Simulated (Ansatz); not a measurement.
```yaml
crystal:
  periodic: [false, false, false]
  atoms:
    - {symbol: Ga, position_ang: [-0.751660, 0.520405, 0.036984]}
    - {symbol: S, position_ang: [1.555086, -0.441429, -0.046094]}
    - {symbol: O, position_ang: [0.303684, -1.351512, -0.065857]}
    - {symbol: H, position_ang: [-2.296402, -0.502401, -0.046611]}
basis:
  gaussian: {orbitals: def2-TZVP}
magnetization: {spin_polarized: true, initial_magnetization: 2}
hamiltonian: {xc: pbe0}
relax: {f_tol: 0.004, max_steps: 80}
```

```sh
$ ansatz run in.yaml --threads 1 --pin off --events-out ev --progress --plain --max-ram 2176MiB
```

Steps of the relaxation (energy above the last step; positions in Å, forces in eV/Å):

```
4
step 1, 578.7 meV
Ga   -0.752    0.520    0.037   -0.720   -0.882   -0.056
S     1.555   -0.441   -0.046    0.427    0.512    0.002
O     0.304   -1.352   -0.066   -0.552   -0.327    0.011
H    -2.296   -0.502   -0.047    0.845    0.697    0.043
```

```
4
step 2, 413.4 meV
Ga   -0.822    0.408    0.040    0.397   -0.134    0.057
S     1.522   -0.392   -0.058    0.338    0.319   -0.053
O     0.332   -1.398   -0.052   -0.497   -0.074    0.060
H    -2.221   -0.393   -0.051   -0.238   -0.112   -0.064
```

```
4
step 3, 392.0 meV
Ga   -0.810    0.395    0.071    0.168   -0.275    0.090
S     1.531   -0.388   -0.087    0.215    0.220   -0.110
O     0.331   -1.392   -0.026   -0.370    0.026    0.112
H    -2.242   -0.390   -0.079   -0.013    0.029   -0.093
```

```
4
step 6, 48.1 meV
Ga   -0.835    0.099    0.464   -0.205    0.142   -0.190
S     1.373   -0.332   -0.457   -0.133    0.364   -0.159
O     0.443   -1.365    0.313   -0.043   -0.561    0.229
H    -2.170   -0.177   -0.442    0.382    0.054    0.119
```

```
4
step 11, 0.0 meV
Ga   -0.841    0.091    0.516    0.002   -0.001   -0.001
S     1.260   -0.293   -0.475    0.000    0.001    0.000
O     0.455   -1.418    0.318   -0.002    0.000    0.000
H    -2.064   -0.154   -0.481    0.000    0.000    0.000
```

Close pairs at the end: S2–O3 1.595 Å, Ga1–H4 1.597 Å, Ga1–O3 1.999 Å, Ga1–S2 2.355 Å.

A stationary point of unrestricted PBE0 after 11 steps, with ⟨S²⟩ = 2.011 against 2.00 for a pure state; no frequencies were run, so it isn't proven a minimum. 90 s on 1 thread of Arm Neoverse V1, shared host.
